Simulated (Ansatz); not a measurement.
**A computed series for GaAs: pressure series**

The reference is GaAs in the zinc blende structure (space group F-43m, No. 216).

```xyz
2
Lattice="0.0000 2.8730 2.8730 2.8730 0.0000 2.8730 2.8730 2.8730 0.0000" Properties=species:S:1:pos:R:3 pbc="T T T"
As     4.3096     4.3096     4.3096
Ga     0.0000     0.0000     0.0000
```

Cell and atoms are relaxed at each pressure.

All numbers come from PBE (Ansatz, an electronic-structure program), spin-orbit coupling left out, earlier PAW set.

| P (GPa) | V (Å³/atom) |
|---|---|
| 1.81 | 23.060 |
| 4.21 | 22.330 |
| 8.99 | 21.172 |
| 17.99 | 19.607 |
| 29.99 | 18.164 |
| 44.98 | 16.883 |
| 59.98 | 15.925 |

**Question.** Fit a third-order Birch–Murnaghan equation of state.

**Answer.** Least squares on P(V) = (3B₀/2)[(V₀/V)^(7/3) − (V₀/V)^(5/3)]·[1 + (3/4)(B₀′ − 4)((V₀/V)^(2/3) − 1)] gives V₀ = 23.68 Å³/atom, B₀ = 63 GPa and B₀′ = 4.3.

Measured bulk modulus of GaAs: 76.7 GPa (static lattice; corrected from measurement; as listed in Daniel Mejia-Rodriguez, S. B. Trickey, Phys. Rev. B (2018)); the computed value is 18 % below it.

Between the base and pressure 4.2 GPa the gap moves from 0.16 eV to 0.61 eV, a mean slope of 110 meV/GPa.

Load acts through the strain it causes; cell and atoms are relaxed under it. No phonon test of stability was made. Measured, GaAs leaves this structure (for a Cmcm phase) near 15 GPa (room temperature; as listed in arXiv:1906.07825). The zero or small gap of GaAs can change with the level of theory.
